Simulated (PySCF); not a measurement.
**PO+: bond curves at several levels of theory**

An exercise on one series of results from a longer session: the logs are not shown, and one member is left open.

Method: P def2-TZVPPD, O def2-TZVPPD, no relativity; program: PySCF 2.14.0.

The first run:

A driver script around PySCF takes these settings:

| Property | Result |
| --- | --- |
| atoms | P, O |
| charge | 1 |
| basis | P def2-TZVPPD, O def2-TZVPPD |
| Hamiltonian | no relativity |
| basis functions | 88 |
| electrons treated | 22 |
| masses in u | 30.9738, 15.9949 |
| levels | PBE0, PBE, r²SCAN, M06-L, r²SCANh, B97-3, M06, TPSSh, ωB97M-V, HF, MP2, SCS-MP2, CCSD, CCSD(T) |
| grid | 80 radial by 434 angular points |
| occupations | held fixed by the projection of orbital angular momentum |
| dissociation limit | P+ + O, each in its ground configuration |
| starting distance in angstrom | 1.765 |
| values of 2S to try | 0, 2, 4 |

On the command line:

```console
$ OMP_NUM_THREADS=2 python dia.py task.json out
```

Steps of the session up to this table: Set-up; PBE0 along the bond; Excited determinants; PBE (GGA); r²SCAN (meta-GGA); M06-L (meta-GGA); r²SCANh; B97-3 (global hybrid GGA); M06 (hybrid meta-GGA); TPSSh (hybrid meta-GGA); ωB97M-V (range-separated hybrid); RHF (mean field); Adding correlation.

One of the session's tables, all rows but one given; the rest of the session is left out.

It belongs to the step «Constants by level of theory». 

| level | Re (Å) | ωe (cm⁻¹) | De (eV) |
| --- | --- | --- | --- |
| RHF | 1.386 | 1669 | 4.48 |
| RHF-MP2 | 1.451 | 1300 | 8.58 |
| RHF-SCS-MP2 | 1.445 | 1336 | 8.35 |
| RHF-CCSD | 1.424 | 1470 | 7.56 |
| RHF-CCSD(T) | 1.437 | 1391 | 7.97 |
| PBE | 1.442 | 1381 | 8.65 |
| r²SCAN | 1.428 | 1439 | 8.21 |
| M06-L | 1.428 | 1454 | 8.26 |
| TPSSh | 1.429 | 1437 | 7.93 |
| r²SCANh | 1.422 | 1470 | 7.96 |
| PBE0 | 1.420 | 1483 | 7.96 |
| B97-3 | 1.420 | 1487 | 8.16 |
| M06 | ? | ? | ? |
| ωB97M-V | 1.418 | 1502 | 8.30 |

Estimate the missing values for M06.

The run gave: Re (Å): 1.418; ωe (cm⁻¹): 1496; De (eV): 8.28.

De is counted to P+ + O in their ground configurations.
